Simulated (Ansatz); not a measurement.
`NCCC=O` + HCl → `O=CCCl` + CH₃NH₂  (substitution at a C–C bond)

Isolated molecules relaxed with PBE0-D4/def2-TZVP in Ansatz; ΔE leaves out vibrations. CCSD(T)/CBS adds triple-zeta CCSD(T) − MP2 to the extrapolated MP2 energy (def2 sets, frozen cores). This one scheme is used for every species. DFT in def2-TZVPP. B3LYP here is the variant with VWN-RPA as its local correlation; programs differ in this. HSE06 is defined as in plane-wave codes. One conformer a species, not always the lowest.

```
             level  ΔE (kJ/mol)  difference from CCSD(T)/CBS
       LDA (SPW92)         42.4                          4.4
            PBE-D4         32.5                         -5.5
         revPBE-D4         32.3                         -5.7
           BLYP-D4         29.2                         -8.8
         r2SCAN-D4         35.1                         -2.9
          B3LYP-D4         32.5                         -5.5
        r2SCANh-D4         36.1                         -1.9
        r2SCAN0-D4         37.5                         -0.5
          HSE06-D4         35.7                         -2.3
          BHLYP-D4         35.3                         -2.7
      CAM-B3LYP-D4         36.3                         -1.7
           ωB97X-V         35.5                         -2.5
           ωB97M-V         36.4                         -1.6
            B2PLYP         33.2                         -4.8
          PBE-QIDH         38.5                          0.5
               PBE         30.3                         -7.7
            revPBE         26.1                        -11.9
              BLYP         24.9                        -13.1
            r2SCAN         34.2                         -3.8
              PBE0         34.0                         -4.0
           r2SCANh         35.2                         -2.8
           r2SCAN0         36.5                         -1.5
             HSE06         33.8                         -4.2
             BHLYP         33.4                         -4.6
         CAM-B3LYP         34.3                         -3.7
           LC-ωPBE         36.9                         -1.1
RPA@PBE/def2-TZVPP         37.7                         -0.3
       HF/def2-SVP         40.5                          2.5
      MP2/def2-SVP         48.7                         10.7
  CCSD(T)/def2-SVP         47.5                          9.5
     HF/def2-TZVPP         32.4                         -5.6
    MP2/def2-TZVPP         40.6                          2.6
SCS-MP2/def2-TZVPP         37.2                         -0.8
   CCSD/def2-TZVPP         40.8                          2.8
CCSD(T)/def2-TZVPP         40.4                          2.4
     HF/def2-QZVPP         32.4                         -5.6
    MP2/def2-QZVPP         39.2                          1.2
SCS-MP2/def2-QZVPP         36.1                         -1.9
      HF/CBS(def2)         32.4                         -5.6
    CCSD/CBS(def2)         38.4                          0.4
       CCSD(T)/CBS         38.0                            0
```

(1) What do rigid-rotor, harmonic-oscillator terms from PBE0-D4/def2-TZVP frequencies (298.15 K, 1 bar) make of the CCSD(T)/CBS value? (Best estimate.)

Largest T1 diagnostic among the species: 0.013.

Answers

(1) Computed: ΔZPE = +5.5 kJ/mol, ΔH = +42.2 kJ/mol, ΔS = 27 J/(mol·K), ΔG = +34.2 kJ/mol.

From BLYP to BHLYP (50 % exact exchange), in def2-TZVPP and without D4, ΔE moves by +8.5 kJ/mol. The D4 term adds +3.2 kJ/mol with B3LYP and +2.0 kJ/mol with PBE0; it sums over pairs of atoms, weighted by their polarisabilities, and B3LYP, whose exchange is more repulsive, gets the larger term. In def2-TZVPP, CCSD(T) changes the Hartree–Fock value by +8.0 kJ/mol (the triples alone add −0.4 kJ/mol) and MP2 by +8.2 kJ/mol.
